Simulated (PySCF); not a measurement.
# HCl₂F, a complex of two parts: interaction energy

The task here is to estimate one member of a computed series from the others.

Computed with PySCF 2.14.0; each step states its level. No surroundings beyond the atoms listed, unless a continuum is named. Atoms count from 0, parts from 1.

### Starting point

4 atoms, charge 0, multiplicity 1; geometry: GFN2-xTB. Parts: 1 = atoms 0–1, `FCl`, charge 0; 2 = atoms 2–3, `Cl`, charge 0.

Set-up of the first run:

Job settings and geometry (Å):

```
{"job": {"xc": "PBE0", "basis": "def2-TZVPD", "d3": "d3bj", "grid": 3, "kind": "geom", "shake": 0.01}, "charge": 0, "multiplicity": 1, "parts": [{"atoms": "0-1", "charge": 0, "multiplicity": 1}, {"atoms": "2-3", "charge": 0, "multiplicity": 1}]}
Cl     1.098527    -0.368503    -0.006871
F     -0.530168     0.249530     0.030259
Cl     3.539585    -1.185540    -0.069174
H      4.217992    -0.078591     0.132774
```

Launch:

```console
> OMP_NUM_THREADS=1 python cluster_run.py task.json out
```

The driver reads the jobs from task.json and runs them one after another.

Among the steps run: Geometry optimisation at PBE0-D3(BJ)/def2-TZVPD; Coupled-cluster interaction energy: CCSD(T) and MP2, 2.90 Å; Coupled-cluster interaction energy: CCSD(T) and MP2, 3.04 Å; Coupled-cluster interaction energy: CCSD(T) and MP2, 3.19 Å; Coupled-cluster interaction energy: CCSD(T) and MP2, 2.75 Å; Coupled-cluster interaction energy: CCSD(T) and MP2, 3.62 Å; Coupled-cluster interaction energy: CCSD(T) and MP2, 2.61 Å; Coupled-cluster interaction energy: CCSD(T) and MP2, 4.35 Å; Coupled-cluster interaction energy: CCSD(T) and MP2, 5.80 Å.

One table of the session follows, with a row left open; its other results are not shown here.

It belongs to the step «Coupled-cluster interaction energy: CCSD(T) and MP2, 5.80 Å». 

```
                 method  interaction energy (kcal/mol)
         HF/aug-cc-pVDZ                         -0.126
        MP2/aug-cc-pVDZ                              ?
       CCSD/aug-cc-pVDZ                         -0.143
    CCSD(T)/aug-cc-pVDZ                         -0.147
         HF/aug-cc-pVQZ                         -0.120
        MP2/aug-cc-pVQZ                         -0.159
    SCS-MP2/aug-cc-pVQZ                         -0.145
      MP2, extrapolated                         -0.161
CCSD(T), limit estimate                         -0.150
```

**Question.** Estimate the row for MP2/aug-cc-pVDZ.

As computed: interaction energy (kcal/mol): -0.158. In the column «interaction energy (kcal/mol)» it lies between MP2/aug-cc-pVQZ (-0.159) and CCSD(T), limit estimate (-0.150).
